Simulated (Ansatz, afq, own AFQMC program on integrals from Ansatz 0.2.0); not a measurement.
# BH4+ (singlet): quantum Monte Carlo beside coupled cluster at distance B1–H3 = 1.320 Å, cc-pVDZ

The task here is to estimate one member of a computed series from the others.

Method: cc-pVDZ, frozen cores; program: Ansatz 0.2.0, Gaussian basis, and an in-house AFQMC program (afq) on its integrals; all values are calculated.

To be run: Full CI; PBE (unrestricted); r2SCAN (unrestricted); PBE0 (unrestricted); B3LYP (unrestricted); wB97M-V (unrestricted); B2PLYP (unrestricted); CCSD(T) on RHF; Full CI; CCSDT(Q) on RHF; Phaseless AFQMC, CISD trial on RHF; UHF.

3 further runs of the same task are left out: 3 that didn't finish.

## The geometry

The geometry derives from a PBE0/def2-TZVP stationary point (not a proven minimum). One bond is set to the value named and the two fragments are kept rigid.

5 atoms, charge 1, spin multiplicity 1.

Atoms are counted from 1 here; the program's logs count them from 0.

Bond lengths: B1–H2 1.210 Å, B1–H3 1.320 Å, B1–H4 1.210 Å, B1–H5 1.210 Å. Angles: H2–B1–H3 90.0°, H2–B1–H4 90.0°, H2–B1–H5 180.0°, H3–B1–H4 180.0°, H3–B1–H5 90.0°, H4–B1–H5 90.0°.

The first run:

in.yaml

```yaml
crystal:
  periodic: [false, false, false]
  atoms:
    - {symbol: B, position_ang: [0.000131, 0.005238, -0.005307]}
    - {symbol: H, position_ang: [-0.015452, 0.866665, 0.844525]}
    - {symbol: H, position_ang: [-0.023127, -0.921866, 0.934020]}
    - {symbol: H, position_ang: [0.021454, 0.855204, -0.866479]}
    - {symbol: H, position_ang: [0.015714, -0.856189, -0.855139]}
basis:
  gaussian: {orbitals: cc-pVDZ}
total_charge: 1
correlation: {method: fci, electrons: outside_noble_gas}
```

Started as:

```sh
$ ansatz run in.yaml --threads 1 --pin off --events-out ev --progress --plain --max-ram 1382MiB
```

Among the steps run: Full CI; PBE (unrestricted); r2SCAN (unrestricted); PBE0 (unrestricted); B3LYP (unrestricted); wB97M-V (unrestricted); B2PLYP (unrestricted); CCSD(T) on RHF; CCSDT(Q) on RHF; Phaseless AFQMC, CISD trial on RHF; UHF.

One of the session's tables, all rows but one given; the rest of the session is left out.

On the RHF determinant, counted from full CI (exact for this spin and basis):

| level | from full CI (meV) |
| --- | --- |
| HF | +3749.4 |
| MP2 | +820.5 |
| CCSD | ? |
| CCSD(T) | +21.3 |
| CCSDT(Q) | +1.1 |
| full CI | 0.0 |
| Phaseless AFQMC, CISD trial, step 0.005, 110 walkers | +9.5 |

Q: Estimate the row for CCSD from the others.

**Answer.** from full CI (meV): +98.5. In the column «from full CI (meV)» it lies between CCSD(T) (+21.3) and MP2 (+820.5).

To keep in mind: On RHF the phaseless walk with the CISD trial lies +9.5 meV from full CI, within three error bars.
